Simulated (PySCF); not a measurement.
# NaCl⁺: frontier orbitals

B3LYP at R = 2.854 Å; basis Na 6-31G(d,p), Cl 6-31G(d,p); no relativity; PySCF 2.14. State: ²Π (doublet), unpaired electrons π ↑. Only the outer orbitals are listed, counted within each symmetry.

```
spin  orbital  occ.  ε (eV)  on Na (%)  main shells (%)
   α       2π     1  -38.89        100         100 Na p
   α       2π     1  -38.89        100         100 Na p
   α       6σ     1  -38.87        100         100 Na p
   α       7σ     1  -28.29          0         100 Cl s
   α       3π     1  -16.24          0         100 Cl p
   α       8σ     1  -15.11          5          95 Cl p
   α       3π     1  -14.72          1          99 Cl p
   α       9σ     0   -6.56        100          99 Na s
   α       4π     0   -4.09         99          99 Na p
   α       4π     0   -4.04         99          99 Na p
   β       2π     1  -38.89        100         100 Na p
   β       2π     1  -38.89        100         100 Na p
   β       6σ     1  -38.87        100         100 Na p
   β       7σ     1  -26.82          0          99 Cl s
   β       8σ     1  -14.67          6          94 Cl p
   β       3π     1  -14.27          1          99 Cl p
   β       3π     0  -11.80          1          99 Cl p
   β       9σ     0   -6.54         99          99 Na s
   β       4π     0   -4.04         99          99 Na p
```

Question: Which are the highest filled and the lowest empty level, where do they sit, and how wide is the gap?

Answer: Highest filled β 3π at -14.27 eV (in %: 99 Cl p); lowest empty β 3π at -11.80 eV (in %: 99 Cl p); the gap at B3LYP is 2.47 eV. Both belong to one degenerate shell, split only by its one-sided filling, so this is no excitation gap.

```json
{"bond order (Mayer)": "0.24", "⟨S²⟩": "0.752", "charge on Na (Mulliken, basis-dependent)": "0.87", "charge on Na (Löwdin, basis-dependent)": "0.74", "dipole moment (positive dipole points towards Cl; it is taken about the centre of mass and depends on that origin)": "-7.14 D", "polarisability along the bond": "14.4 bohr³", "polarisability across the bond": "8.2 bohr³"}
```

The state is the lowest determinant that a PBE0 search found; another state may lie lower at other levels.
